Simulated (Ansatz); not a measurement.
# SiPHCl (quartet): from Hartree-Fock to the top rungs at a displaced geometry (v1), cc-pVDZ

One table from this session's results is given with a row withheld; the runs are named, their logs left out.

Program: Ansatz 0.2.0, Gaussian basis. Level of theory: cc-pVDZ, core rule «outside noble gas», up to 15 orbitals frozen. These are calculated values, not measurements.

The runs, in order: UHF; CCSD(T) on ROHF; CCSD(T) on UHF; BCCD(T) on ROHF; CISD; CCSDT(Q) on ROHF; CCSDT(Q) on UHF.

26 further runs of the same task are left out: 6 for a known fault of the program, 7 that didn't finish, 13 set aside as unsound or not needed.

## What is computed

The geometry is a PBE0/def2-TZVP stationary point (not a proven minimum) with its atoms shifted at random (size 0.040 Å).

4 atoms, charge 0, spin multiplicity 4.

Atoms are counted from 1 here; the program's logs count them from 0.

Bond lengths: Cl1–Si2 2.067 Å, Si2–P3 2.287 Å, P3–H4 1.327 Å. Angles: Cl1–Si2–P3 114.9°, Si2–P3–H4 99.0°.

The first run:

in.yaml reads:

```yaml
crystal:
  periodic: [false, false, false]
  atoms:
    - {symbol: Cl, position_ang: [0.003088, -0.381777, 1.724375]}
    - {symbol: Si, position_ang: [0.003835, 0.825225, 0.046192]}
    - {symbol: P, position_ang: [-0.047938, -0.297734, -1.945661]}
    - {symbol: H, position_ang: [1.257637, -0.416446, -2.150106]}
basis:
  gaussian: {orbitals: cc-pVDZ}
magnetization: {spin_polarized: true, initial_magnetization: 3}
hamiltonian: {xc: hf}
output: {orbitals: {seedname: orbitals}}
```

On the command line:

```sh
$ ansatz run in.yaml --threads 1 --pin off --events-out ev --progress --plain --max-ram 2393MiB
```

Steps of the session up to this table: UHF; CCSD(T) on ROHF; CCSD(T) on UHF; BCCD(T) on ROHF; CISD; CCSDT(Q) on ROHF; CCSDT(Q) on UHF.

One table of the session follows, with a row left open; its other results are not shown here.

It belongs to the step «Misses and costs». 

```
   method  from UCCSDT(Q) (kcal/mol)
     ROHF                    +218.54
      UHF                    +214.34
     RMP2                     +33.65
     UMP2                     +33.96
     CISD                     +31.44
    RCCSD                      +7.61
    UCCSD                      +7.46
 RCCSD(T)                          ?
 UCCSD(T)                      +1.44
  BCCD(T)                      +1.39
   RCCSDT                      +0.51
   UCCSDT                      +0.50
RCCSDT(Q)                      +0.05
UCCSDT(Q)                          0
```

Estimate the missing values for RCCSD(T).

The run gave: from UCCSDT(Q) (kcal/mol): +1.45. In the column «from UCCSDT(Q) (kcal/mol)» it lies between UCCSD(T) (+1.44) and UCCSD (+7.46).

Caveats from the session: Restricted and unrestricted rows rest on different reference determinants; where their highest levels disagree by more than a few hundredths of an eV, they describe different states and don't form one ladder.
